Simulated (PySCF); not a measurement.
Structure from NMR data

The spectra below were simulated for a compound CH₅FSi.

¹H NMR (600 MHz, computed): δ 5.38 (m, 2H), 0.42 (m, 3H).

¹³C{¹H} NMR (computed): δ -1.7 (CH3).

- σ from GIAO-PBE0/pcSseg-2
- PBE0-D3(BJ)/def2-TZVP geometry
- run in PySCF
- no relativistic terms, one computed conformer, fast rotation and ring inversion assumed for equivalent nuclei, no solvent model

Referencing at the same level of theory: TMS for ¹H (σref 31.52) and ¹³C (σref 186.03).

Q: Deduce the structure.

A: 
Rings plus π bonds: 0. Carbon types of the structure: 1 × CH3, leaving 2 H on heteroatoms. δC -1.7: methyl carbon bonded to Si; an electropositive neighbour leaves it electron-rich and shielded. δH 5.38: hydrogen on a silicon bonded to C, F. δH 0.42: hydrogen on a methyl carbon bonded to Si; an electropositive neighbour shields it, as in TMS itself.

Structure: SMILES C[SiH2]F.

Splittings by ¹⁹F in the carbon and heteronuclear signals aren't shown, as no couplings were computed. Shifts are as computed. Against solution values, carbons near 30 ppm lie about +3 ppm off and those near 130 ppm about +9 ppm. Of 1211 compounds with measured shifts, 218 miss one by over three times the rms of a fit or turn the order of signals round; such compounds aren't used in these exercises. Multiplicities follow the n + 1 count of equivalent neighbours, as no J values were calculated; m marks all less simple cases, F and P coupling included.
